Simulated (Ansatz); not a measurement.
The first iterations of a band of BFH2 + H2 (6 atoms, charge 0, multiplicity 1).

The calculation used Ansatz 0.2.0, RKS PBE0-D4/def2-SVPD.

```yaml
movable_images: 7
climbing_image: yes
spring: 5.0 eV/Å²
optimiser: quadratic models (default)
start_path: through a guess of the saddle point
force_threshold: 0.03 eV/Å
iteration_limit: 60
end_points: relaxed
```

First end point:

```xyz
6
Properties=species:S:1:pos:R:3
B -0.009 0.423 0.038
F -0.021 0.929 1.262
H 1.063 0.253 -0.486
H -1.071 0.186 -0.480
H 0.075 -2.295 0.610
H 0.074 -2.021 1.320
```

Last end point:

```xyz
6
Properties=species:S:1:pos:R:3
B 0.015 -0.362 -0.296
F 0.013 -0.067 1.712
H 1.038 0.233 -0.513
H -1.046 0.168 -0.504
H 0.053 -1.568 -0.182
H 0.038 -0.930 2.047
```

| iteration | highest image above the first end (eV) | largest band force component (eV/Å) |
| --- | --- | --- |
| 1 | 2.505 | 3.771 |
| 2 | 1.469 | 2.644 |
| 3 | 1.710 | 3.330 |

Question: Does the band converge within its limit, and where does its top end?

Answer: It converged. It ended after 11 iterations with the highest image 1.446 eV above the first end. A vibrational analysis at the climbing image gives one clearly imaginary mode, 1112i cm⁻¹: a first-order saddle point. The orbitals stay closed-shell, which can raise the energy where a bond breaks towards radicals; this wasn't checked here.

Time of the run: 110 s on 1 thread of Arm Neoverse V1, with other jobs on the host, peak memory 0.11 GiB.
